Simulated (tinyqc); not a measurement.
Coupled-perturbed Hartree-Fock on RHF in the sto-3g basis, for H2O, spin multiplicity 1, step by step. One step of it, computed by the program tinyqc.

Question. Coupled step 1. U_ai = -(mu_ai + sum_bj [4 (ai|bj) - (ab|ij) - (aj|bi)] U_bj) / (e_a - e_i); alpha = -4 sum U_ai mu_ai.

uncoupled U:
```
           i1        i2        i3        i4        i5
a6  -0.002097  0.047699  0.000000  0.504435  0.000000
a7   0.000000  0.000000  0.507338  0.000000  0.000000
```

dipole integrals <a|z|i> (bohr):
```
          i1         i2         i3         i4        i5
a6  0.043614  -0.085735   0.000000  -0.503489  0.000000
a7  0.000000   0.000000  -0.650903   0.000000  0.000000
```

orbital energies (hartree): MO1 -20.246305, MO2 -1.242933, MO3 -0.594211, MO4 -0.443644, MO5 -0.387570, MO6 0.554481, MO7 0.688767

Two-electron integrals over orbitals (pq|rs), unique and non-zero (hartree):
```
(11|11) 4.745300    (21|11) -0.420629   (21|21) 0.059122    (22|11) 1.008468
(22|21) -0.013800   (22|22) 0.724294    (31|31) 0.010735    (32|31) 0.017301
(32|32) 0.140042    (33|11) 0.784410    (33|21) -0.004476   (33|22) 0.633546
(33|33) 0.618298    (41|11) 0.176812    (41|21) -0.022227   (41|22) 0.014666
(41|33) 0.006100    (41|41) 0.026641    (42|11) -0.135426   (42|21) 0.008778
(42|22) -0.005934   (42|33) 0.006070    (42|41) 0.019001    (42|42) 0.127022
(43|31) -0.003022   (43|32) 0.023533    (43|43) 0.049502    (44|11) 0.981505
(44|21) -0.012759   (44|22) 0.672705    (44|33) 0.587007    (44|41) -0.010587
(44|42) -0.102696   (44|44) 0.758370    (51|51) 0.026017    (52|51) 0.032712
(52|52) 0.146365    (53|53) 0.027819    (54|51) -0.012879   (54|52) -0.045830
(54|54) 0.053392    (55|11) 1.115344    (55|21) -0.011840   (55|22) 0.749064
(55|33) 0.618468    (55|41) 0.004938    (55|42) -0.072775   (55|44) 0.718163
(55|55) 0.880159    (61|11) -0.225730   (61|21) 0.034003    (61|22) -0.001439
(61|33) 0.000288    (61|41) 0.000563    (61|42) 0.020455    (61|44) -0.018021
(61|55) -0.005974   (61|61) 0.029330    (62|11) 0.295256    (62|21) -0.006548
(62|22) 0.139214    (62|33) 0.071643    (62|41) 0.018519    (62|42) 0.024312
(62|44) 0.080776    (62|55) 0.153483    (62|61) 0.007635    (62|62) 0.099255
(63|31) 0.002885    (63|32) -0.040649   (63|43) -0.032140   (63|63) 0.073659
(64|11) 0.234985    (64|21) -0.002631   (64|22) 0.105143    (64|33) 0.044550
(64|41) 0.002130    (64|42) -0.035975   (64|44) 0.125754    (64|55) 0.126640
(64|61) -0.000646   (64|62) 0.061809    (64|64) 0.076882    (65|51) 0.014955
(65|52) 0.056920    (65|54) 0.000677    (65|65) 0.037137    (66|11) 0.791928
(66|21) -0.007128   (66|22) 0.605063    (66|33) 0.563136    (66|41) 0.020094
(66|42) 0.055737    (66|44) 0.546433    (66|55) 0.583625    (66|61) 0.008496
(66|62) 0.094442    (66|64) 0.046794    (66|66) 0.590967    (71|31) 0.014945
(71|32) 0.022658    (71|43) -0.004340   (71|63) 0.003493    (71|71) 0.020853
(72|31) 0.014205    (72|32) 0.045579    (72|43) -0.032648   (72|63) 0.033578
(72|71) 0.018777    (72|72) 0.064164    (73|11) 0.365457    (73|21) -0.007280
(73|22) 0.147670    (73|33) 0.089670    (73|41) -0.000573   (73|42) -0.076237
(73|44) 0.155724    (73|55) 0.194451    (73|61) -0.006485   (73|62) 0.074597
(73|64) 0.085272    (73|66) 0.039863    (73|73) 0.154340    (74|31) -0.009075
(74|32) -0.075502   (74|43) -0.002776   (74|63) 0.048206    (74|71) -0.012500
(74|72) -0.017156   (74|74) 0.069107    (75|53) 0.023813    (75|75) 0.024764
(76|31) 0.008694    (76|32) 0.095371    (76|43) 0.052871    (76|63) -0.066616
(76|71) 0.011619    (76|72) -0.007435   (76|74) -0.058662   (76|76) 0.115283
(77|11) 0.861093    (77|21) -0.009294   (77|22) 0.619083    (77|33) 0.600759
(77|41) 0.003977    (77|42) -0.016389   (77|44) 0.599733    (77|55) 0.620730
(77|61) -0.004725   (77|62) 0.066801    (77|64) 0.045208    (77|66) 0.560230
(77|73) 0.095616    (77|77) 0.612409
```

Give: U after step 1; polarisability.

Answer.

U after step 1:
```
         i1       i2      i3      i4      i5
a6  -0.0008  -0.0283  0.0000  0.5358  0.0000
a7   0.0000   0.0000  0.4611  0.0000  0.0000
```

polarisability = 2.2699 bohr^3
